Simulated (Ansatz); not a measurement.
Input for Ansatz (development build ahead of 0.2.0):

```yaml
crystal:
  periodic: [false, false, false]
  atoms:
    - { symbol: "N", position_ang: [0.12465, 0.44392, 0.34602] }
    - { symbol: H, position_ang: [0.14068, 1.26067, -0.29225] }
    - { symbol: O, position_ang: [-0.10764, -0.52152, -0.26279] }
basis:
  gaussian: { orbitals: def2-SVP }
magnetization:
  spin_polarized: true
  initial_magnetization: 2
hamiltonian:
  xc: hf
output:
  forces: true
```

The input is written out in the form of the current development build from the run's settings.

Output:

```
Converged                       : yes
Total energy                    : -129.68139 hartree
Spin squared of the determinant : 2.024
Stability test                  : minimum
```

Forces (eV/Å):
| atom | Fx | Fy | Fz |
| --- | --- | --- | --- |
| N1 | 0.726 | 4.093 | 0.930 |
| H2 | 0.137 | -0.023 | 0.895 |
| O3 | -0.863 | -4.070 | -1.825 |

Caution: another spin multiplicity may lie lower.
